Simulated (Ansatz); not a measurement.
## Ansatz (development build ahead of 0.2.0) run

```yaml
crystal:
  periodic: [false, false, false]
  atoms:
    - { symbol: "N", position_ang: [0.0, 0.0, 0.0] }
    - { symbol: H, position_ang: [0.54692, 0.54692, 0.54692] }
    - { symbol: H, position_ang: [0.54692, -0.54692, -0.54692] }
    - { symbol: H, position_ang: [-0.54692, 0.54692, -0.54692] }
    - { symbol: H, position_ang: [-0.54692, -0.54692, 0.54692] }
basis:
  gaussian: { orbitals: cc-pVTZ }
total_charge: 1
hamiltonian:
  xc: hf
correlation:
  method: mp2
  frozen_orbitals: { H: 0, "N": 1 }
```

The input is written out in the form of the current development build from the run's settings.

The run gave:

```
Converged                       : yes
Reference energy                : -56.54923 hartree
Correlation energy              : -0.22413 hartree
Total energy                    : -56.77336 hartree
Spin squared of the determinant : 0.000
```
